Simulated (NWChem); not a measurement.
## A calculation on water (H2O)

SMILES: O
```xyz
3

O      0.0000     0.0000     0.1226
H      0.7577     0.0000    -0.4905
H     -0.7577     0.0000    -0.4905
```
Charge 0, spin multiplicity 1.

All runs are NWChem calculations. Structure: optimised with PBE/def2-SVP, a minimum by its harmonic frequencies.

Symmetry labels belong to the abelian group C2v used in the runs, with the axes of the coordinates shown.

List the lowest 3 singlet excitations that TD-LDA (SVWN5)/def2-SVPD gives, with oscillator strengths.


| state | symmetry | energy (eV) | wavelength (nm) | f |
|---|---|---|---|---|
| 1 | b2 | 7.02 | 177 | 0.056 |
| 2 | a2 | 8.86 | 140 | 0.000 |
| 3 | a1 | 9.15 | 135 | 0.103 |
